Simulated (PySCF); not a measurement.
## Orbital energies and ionisation energy

Compound: C2H5F.
Z-matrix (Å and degrees, PBE0-D3(BJ)/def2-TZVP geometry), rows numbered from 1:
```
C 
C   1  1.5033
F   2  1.3861  1  110.10
H   1  1.0917  2  110.57  3   -57.08
H   1  1.0914  2  111.03  3    63.43
H   1  1.0928  2  109.91  3  -176.63
H   2  1.0941  1  111.66  3  -119.12
H   2  1.0942  1  111.45  3   119.06
```

The species is `CCF` (C2H5F).

Level: wB97X-D/aug-cc-pVTZ (PySCF). Frontier orbitals with their largest atomic shares (Löwdin; up to four atoms above 4 %):

```csv
orbital,ε (eV),main atoms
HOMO−3,-13.20,"C1 34 %, F3 31 %, H5 12 %, H4 10 %"
HOMO−2,-13.04,"C1 44 %, H6 17 %, H4 10 %, C2 9 %"
HOMO−1,-11.59,"F3 44 %, C2 23 %, C1 17 %, H7 4 %"
HOMO,-11.34,?
LUMO,0.86,"H6 32 %, H7 18 %, H8 18 %, H5 13 %"
LUMO+1,1.18,"H5 24 %, H8 21 %, H4 17 %, H7 14 %"
LUMO+2,1.20,"H7 24 %, H4 16 %, C2 16 %, H8 16 %"
```

Q: What vertical ionisation energy does ΔSCF give, and how far is −ε(HOMO) from it?

A: ΔSCF: 12.14 eV (1172 kJ/mol; threshold wavelength 102.1 nm); ⟨S²⟩ of the doublet left behind is 0.754, against 0.75 for a pure doublet. −ε(HOMO) is 11.34 eV, 0.80 eV below it. For the exact functional −ε(HOMO) would equal the first vertical ionisation energy; wB97X-D (range-separated hybrid) falls short of its own ΔSCF value by 7 %.

Q: On which atoms does the HOMO lie?

A: F3 (alkyl fluorine) 32 %, C2 (sp3 C–F carbon) 30 %, C1 (methyl carbon) 12 %, H8 (methylene hydrogen) 9 %, so no atom holds as much as 40 %. The HOMO−1 lies 0.25 eV lower.

Q: What kinetic energy would electrons from this vertical process carry with He II light (40.814 eV)?

A: 40.81 − 12.14 = 28.67 eV.

Q: How many of the 10 lowest singlet excitations (vertical TDDFT, same level) lie below the ionisation energy?

A: All 10; they run from 8.54 to 10.11 eV.

Q: With α = 29.0 au, estimate the like-pair dispersion coefficient by London's formula C6 = (3/4)α²I.

A: I = 0.4462 Eh, so C6 ≈ 282 au, a rough estimate.

Q: What total energies stand behind the ΔSCF value?

A: E(N) = -179.07908 Eh and E(N − 1) = -178.63285 Eh at the same geometry, 0.44623 Eh apart.

Isolated species at its PBE0-D3(BJ)/def2-TZVP geometry, gas phase.

wB97X-D is run here without its empirical dispersion term; that term would change no orbital, density or response property at a fixed geometry.
